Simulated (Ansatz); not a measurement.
Gas-phase reaction in SMILES: CCCO -> [CH3] (CH3) + [CH2]CO (the C-C bond breaks)

Wanted: bond dissociation energy (electronic), in kcal/mol. Set-up: UHF or UKS for open shells; frozen cores in correlated levels; non-relativistic; spin-orbit terms left out; no dispersion term unless named. CBS(X,Y): correlation extrapolated as X^-3; Hartree-Fock from the larger set. [CCSD(T)-MP2]/basis is that difference in the basis named. First-principles rows: single points at B3LYP-D3(BJ) geometries (Ansatz, a program for electronic structure).

```json
[
 {"species": "CCCO", "coefficient": "-1", "E at B3LYP/STO-3G (Ansatz), Eh": "-191.86809", "E at wB97X-V/def2-TZVPD (Ansatz), Eh": "-194.37097"},
 {"species": "[CH3] (CH3)", "coefficient": "+1", "E at B3LYP/STO-3G (Ansatz), Eh": "-39.34384", "E at wB97X-V/def2-TZVPD (Ansatz), Eh": "-39.83594"},
 {"species": "[CH2]CO", "coefficient": "+1", "E at B3LYP/STO-3G (Ansatz), Eh": "-152.33300", "E at wB97X-V/def2-TZVPD (Ansatz), Eh": "-154.37902"}
]
```

Coupled cluster (Ansatz) is a level with limits of its own, used here on species with T1 under 0.025 (0.045 for open shells) and stable references: RI-MP2/CBS(cc-pVTZ,cc-pVQZ)+[CCSD(T)-MP2]/cc-pVTZ. Value to compare with, RI-MP2/CBS(cc-pVTZ,cc-pVQZ)+[CCSD(T)-MP2]/cc-pVTZ (Ansatz): 97.7 kcal/mol. 1 Eh = 627.5095 kcal/mol.

Question: Work the quantity out at each level, and compare with RI-MP2/CBS(cc-pVTZ,cc-pVQZ)+[CCSD(T)-MP2]/cc-pVTZ (Ansatz).

Answer: 
- B3LYP/STO-3G: the sum of coefficient times E is 0.19125 Eh, or 120.01 kcal/mol. Result: 120.0 kcal/mol. Its difference against RI-MP2/CBS(cc-pVTZ,cc-pVQZ)+[CCSD(T)-MP2]/cc-pVTZ (Ansatz) is 22.3 kcal/mol.
- wB97X-V/def2-TZVPD: the sum of coefficient times E is 0.15601 Eh, or 97.90 kcal/mol. Result: 97.9 kcal/mol. Its difference against RI-MP2/CBS(cc-pVTZ,cc-pVQZ)+[CCSD(T)-MP2]/cc-pVTZ (Ansatz) is 0.2 kcal/mol.
